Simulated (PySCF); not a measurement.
System: CH5, doublet: collinear hydrogen abstraction from CH4 by H. Scanned: breaking C-H distance and forming H-H distance. Other coordinates (H-C-H angle to the leaving hydrogen, spectator C-H length) were minimised at B3LYP/def2-SVP.

Method: unrestricted Hartree-Fock/STO-3G in PySCF.

Energy in kJ/mol above the lowest grid point; x is the breaking C-H distance (Å), y the forming H-H distance (Å).

```csv
y \ x,0.98,1.09,1.18,1.28,1.38,1.53,1.69,1.91,2.18,2.51
2.22,30.1,0.8,18.7,65.9,130.8,245.1,347.8,418.8,454.1,468.6
1.85,37.0,6.9,24.4,70.9,134.8,245.2,339.6,407.3,441.5,455.5
1.55,53.1,20.8,36.2,80.1,140.4,238.2,317.6,377.0,407.8,420.4
1.35,75.3,38.7,50.2,88.7,141.1,220.5,282.2,329.0,353.6,363.8
1.20,102.4,59.2,64.4,94.1,134.8,192.5,234.7,265.0,279.5,284.9
1.08,134.4,81.9,78.5,96.4,122.7,157.9,180.2,192.3,194.3,193.1
0.98,171.3,107.4,93.0,97.1,108.4,122.3,127.7,125.9,121.0,117.4
0.89,216.4,138.0,110.9,99.7,95.9,90.9,83.0,72.1,63.3,58.6
0.81,270.4,175.7,134.7,108.4,90.9,70.5,53.0,36.0,24.8,19.0
0.74,333.9,222.0,167.4,127.2,98.2,65.8,41.1,19.7,6.3,0.0
0.67,419.9,288.3,219.2,165.2,125.3,82.2,51.3,25.8,10.6,3.5
```

Points that lie below all their neighbours on the grid: x = 2.51, y = 0.74 on the edge of the grid (0.0 kJ/mol); x = 1.09, y = 2.22 on the edge of the grid (0.8 kJ/mol). The lowest path on the grid from the first to the second passes x = 1.28, y = 0.98 at 97.1 kJ/mol.
